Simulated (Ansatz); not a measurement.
**Worked example: C3H7FO → CHFO + C2H6**

Species: C3H7FO `CCOCF`, singlet; CHFO (formyl fluoride) `O=CF`, singlet; C2H6 (ethane) `CC`, singlet. 

Shapes, held fixed at every level: PBE0-D4/def2-TZVP. Flexible molecules stand in one conformer, not always the lowest. Programs: Ansatz 0.2.0. The zero-point and thermal change to 298 K, harmonic and unscaled (PBE0-D4/def2-TZVP), is -12.3 kJ/mol.

At CCSD(T)/CBS estimate; 1 Eh = 2625.50 kJ/mol:

| species | energy (Eh) |
| --- | --- |
| C3H7FO | -293.323005 |
| CHFO | -213.608266 |
| C2H6 | -79.719537 |

Q: Work out ΔH(298 K) of the reaction at this level.

A: 
1. Products less reactants: (-213.608266) + (-79.719537) − [(-293.323005)] = -0.004798 Eh = -12.6 kJ/mol.
2. With the thermal change: -12.6 + (-12.3) = -24.9 kJ/mol.

Other levels give -34.0 (B3LYP-D4/def2-TZVPP) to +9.2 kJ/mol (SPW92/def2-TZVPP). No measured value is set beside it here. The CBS estimate extrapolates MP2 from def2-TZVPP and def2-QZVPP and adds CCSD(T) − MP2 in the triple-zeta set, cores frozen.
